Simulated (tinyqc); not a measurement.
Pariser-Parr-Pople SCF with singles CI, for the molecule C=CC=CC=C (SMILES; centres numbered as the heavy atoms are written), step by step. Computed by tinyqc, a small Python program that keeps every step. Settings: charge = 0, gamma = Ohno, start = huckel, damping = 0, iteration cap = 83, excitations kept = 6. Command: `OMP_NUM_THREADS=1 python tinyqc.py 24483 24484 out.jsonl` (the two numbers bound the seeds that draw the settings). One thread of a shared host (Intel(R) Xeon(R) Processor @ 2.60GHz), about 0.02 s of CPU time with the checks.

Centres (angstrom, eV; a flat drawing with bonds scaled to 1.40 angstrom):
```
centre        x        y  core charge z        W  gamma_rr
1C      -3.0450  -0.1960              1  11.1600   11.1300
2C      -1.7990   0.4420              1  11.1600   11.1300
3C      -0.6230  -0.3190              1  11.1600   11.1300
4C       0.6230   0.3190              1  11.1600   11.1300
5C       1.7990  -0.4420              1  11.1600   11.1300
6C       3.0450   0.1960              1  11.1600   11.1300
```

Resonance integrals (eV):
```
i  j     beta
1  2  -2.6800
2  3  -2.6800
3  4  -2.6800
4  5  -2.6800
5  6  -2.6800
```

Stop when output and input P, before any damping, agree to 1e-7.

Course of the cycle:
```
iteration      E (eV)  largest |P(out) - P(in)|
1          -79.486937                  6.54e-02
2          -79.619874                  2.99e-02
3          -79.653016                  1.39e-02
4          -79.661041                  6.82e-03
5          -79.662953                  3.32e-03
6          -79.663405                  1.61e-03
7          -79.663511                  7.82e-04
8          -79.663536                  3.79e-04
9          -79.663542                  1.83e-04
10         -79.663544                  8.88e-05
11         -79.663544                  4.30e-05
12         -79.663544                  2.08e-05
13         -79.663544                  1.01e-05
14         -79.663544                  4.88e-06
15         -79.663544                  2.36e-06
16         -79.663544                  1.14e-06
17         -79.663544                  5.53e-07
18         -79.663544                  2.68e-07
19         -79.663544                  1.30e-07
20         -79.663544                  6.28e-08
```

Can the last value be used, and what does the course show?

Yes. Converged in 20 iterations.
